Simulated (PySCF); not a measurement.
Point-charge models of `O=[N+]([O-])F` (nitryl fluoride) against its computed dipole.

Coordinates (GFN2-xTB, Å) and charges (e) from the PBE0/pcSseg-1 density (PySCF):

```
atom       x       y       z  Mulliken      IAO  Hirshfeld  ESP-fitted
  O1  -0.366   1.104   0.696   -0.1929  -0.2207    -0.0778     -0.2688
  N2   0.115   0.098   0.437   +0.7025  +0.7831    +0.3458     +0.8441
  O3   1.053  -0.515   0.672   -0.1930  -0.2207    -0.0778     -0.2689
  F4  -0.791  -0.682  -0.539   -0.3166  -0.3416    -0.1902     -0.3065
```

Task: Compute μ = Σ q r for each scheme (1 e·Å = 4.803 D) and compare with the dipole of the full density.

Result: The full density gives (0.73, 0.63, 0.78) D, 1.24 D in size; dipole vectors point from the negative to the positive end.

```tsv
scheme	μx	μy	μz	size (D)	share of the full size (%)	angle to the full dipole (°)
Mulliken	0.95	0.82	1.03	1.62	131	0
IAO	1.00	0.86	1.08	1.71	138	0
Hirshfeld	0.66	0.57	0.71	1.12	90	0
ESP-fitted	0.74	0.64	0.80	1.26	102	0
```

Task: Which set comes closest?

Result: Length of the difference vector: ESP-fitted 0.03 D, Hirshfeld 0.12 D, Mulliken 0.38 D, IAO 0.47 D. Closest: ESP-fitted. 

Task: What is left for the Hirshfeld atoms' own dipoles?

Result: The shares of the density sum to the whole, so what Σ q r misses lies in dipoles about the nuclei. The atomic dipoles sum to (0.73, 0.63, 0.78) − (0.66, 0.57, 0.71) = (0.07, 0.06, 0.07) D, 0.12 D in size.

Task: With the origin at the mean of the coordinates, (0.003, 0.001, 0.317) Å, which are the largest single terms, by size, of the Hirshfeld dipole along the direction of the full one?

Result: F4 +1.24, N2 +0.32, O1 -0.22, O3 -0.22 D; all 4 atoms together +1.12 D. The single terms depend on the origin, their sum doesn't.

Task: Give the size of the full dipole in other units.

Result: 1.24 D = 0.488 au = 0.258 e·Å = 4.13 × 10⁻³⁰ C·m.

Isolated species at its GFN2-xTB geometry, gas phase.
